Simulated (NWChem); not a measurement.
dichloromethane (CH$_{2}$Cl$_{2}$); SMILES C(Cl)Cl

Program: NWChem. Pople sets run with spherical d functions. Medium grid unless said otherwise, to which SCAN and Minnesota functionals are sensitive. Coordinates come from a PBE-D3(BJ)/def2-SVP optimisation. B3LYP is NWChem's, with the RPA form of VWN correlation. Total energies of different functionals are on different scales.

| level | energy (Ha) | highest occupied level (eV) | orbital gap (eV) | dipole (D) |
|---|---|---|---|---|
| B3LYP/6-31G* | -959.6885 | -8.40 | 8.00 | 1.83 |
| PBE/6-31G* | -959.2283 | -7.21 | 5.97 | 1.78 |
| M06-L/6-31G* | -959.6420 | -7.60 | 6.48 | 1.83 |
| revPBE/6-31G* | -959.4806 | -7.19 | 6.01 | 1.77 |
| SCAN/6-31G* | -959.7147 | -7.62 | 6.55 | 1.88 |
| LDA (Slater exchange, PW92)/6-31G* | -956.3009 | -7.27 | ___ | 1.82 |
| B97-D/6-31G* | -959.6832 | -7.23 | 6.06 | 1.79 |

Problem. Fill in the missing entries.

Solution. 
- LDA (Slater exchange, PW92)/6-31G*, orbital gap (eV): 5.89
